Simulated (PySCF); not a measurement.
Species: C2H7O2P.
Bonds: C1–P2, P2–C3, P2–O4 (double), P2–O5. Hydrogens: H6, H7, H8 on C1; H9, H10, H11 on C3; H12 on O5.

Torsions of this conformer, `[CH3:1][P:2]([CH3:3])(=[O:4])[OH:5]`: H–O5–P2–C1 -128°.

The closed-shell ground state was solved at several levels (PySCF, density fitting, gas phase, non-relativistic). The structure is a single PBE0-D3(BJ)/def2-SVP conformer in the gas phase; no vibrational or solvent corrections.

```json
{"level": "PBE0/aug-cc-pVDZ", "basis functions": "182", "total energy (Eh)": "-571.9303", "HOMO (eV)": "-7.79", "LUMO (eV)": "-0.31", "gap (eV)": "7.48", "dipole (D)": "3.02"}
{"level": "PBE0/cc-pVDZ", "basis functions": "109", "total energy (Eh)": "-571.8978", "HOMO (eV)": "-7.42", "LUMO (eV)": "1.45", "gap (eV)": "8.87", "dipole (D)": "2.64"}
{"level": "PBE0/IGLO-III", "basis functions": "254", "total energy (Eh)": "-572.0374", "HOMO (eV)": "-7.87", "LUMO (eV)": "0.38", "gap (eV)": "8.25", "dipole (D)": "2.94"}
{"level": "PBE0/cc-pVTZ", "basis functions": "252", "total energy (Eh)": "-572.0209", "HOMO (eV)": "-7.74", "LUMO (eV)": "0.81", "gap (eV)": "8.55", "dipole (D)": "2.86"}
```

(1) Estimate the row for PBE0/pcSseg-0, a basis of 63 functions; the other rows only guide the guess.

(2) Over all these levels, which gives the widest orbital gap and which the narrowest?

(3) How much does the basis alone move the frontier levels among the 5 PBE0 rows (the withheld one included)?

(4) How far do the dipole and the HOMO energy spread over the levels?

Answers

(1) Total energy -570.8792 Eh, HOMO -7.61 eV, LUMO 1.50 eV, gap 9.11 eV, dipole 2.59 D.

(2) PBE0/pcSseg-0 has the widest, 9.11 eV, and PBE0/aug-cc-pVDZ the narrowest, 7.48 eV. From the narrowest to the widest the HOMO moves by +0.18 eV and the LUMO by +1.81 eV.

(3) The HOMO by 0.45 eV and the LUMO by 1.81 eV. By rising basis size (HOMO, LUMO in eV): pcSseg-0 -7.61, 1.50; cc-pVDZ -7.42, 1.45; aug-cc-pVDZ -7.79, -0.31; cc-pVTZ -7.74, 0.81; IGLO-III -7.87, 0.38.

(4) The dipole runs from 2.59 to 3.02 D (mean 2.81 D) and the HOMO from -7.87 to -7.42 eV.
